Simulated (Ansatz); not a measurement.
Reaction (SMILES): COCC [methoxyethane] + 3 [H][H] (H2) -> 3 C (CH4) + O (H2O)

Wanted: energy of full hydrogenation (electronic), in kcal/mol. Set-up: dispersion terms only where a functional's name holds one; valence correlation only; six Cartesian d functions in 6-31G* and its kin unless marked 5d; non-relativistic; no spin-orbit coupling. Basis-set limits of correlation are two-point, X^-3; Hartree-Fock from the larger set. [CCSD(T)-MP2]/basis is that difference in the basis named. First-principles rows: single points at B3LYP-D3(BJ) geometries (Ansatz, a first-principles code).

```
species      coefficient  E at B3LYP/6-31G* (Ansatz), Eh  E at B3LYP/def2-TZVPD (Ansatz), Eh
-----------  -----------  ------------------------------  ----------------------------------
CCOC                  -1                      -194.34416                          -194.42869
[H][H] (H2)           -3                        -1.17549                            -1.17969
C (CH4)               +3                       -40.51834                           -40.53767
O (H2O)               +1                       -76.40884                           -76.46681
```

Coupled cluster (Ansatz) is a level with limits of its own, used here on species with T1 under 0.025 (0.045 for open shells) and stable references: RI-MP2/CBS(cc-pVTZ,cc-pVQZ)+[CCSD(T)-MP2]/cc-pVTZ. Value to compare with, RI-MP2/CBS(cc-pVTZ,cc-pVQZ)+[CCSD(T)-MP2]/cc-pVTZ (Ansatz): -68.8 kcal/mol. 1 Eh = 627.5095 kcal/mol.

Question: Work the quantity out at each level, and compare with RI-MP2/CBS(cc-pVTZ,cc-pVQZ)+[CCSD(T)-MP2]/cc-pVTZ (Ansatz).

Answer: 
- B3LYP/6-31G*: the sum of coefficient times E is -0.09323 Eh, or -58.50 kcal/mol. Result: -58.5 kcal/mol. Its difference against RI-MP2/CBS(cc-pVTZ,cc-pVQZ)+[CCSD(T)-MP2]/cc-pVTZ (Ansatz) is 10.3 kcal/mol.
- B3LYP/def2-TZVPD: the sum of coefficient times E is -0.11206 Eh, or -70.32 kcal/mol. Result: -70.3 kcal/mol. Its difference against RI-MP2/CBS(cc-pVTZ,cc-pVQZ)+[CCSD(T)-MP2]/cc-pVTZ (Ansatz) is -1.5 kcal/mol.
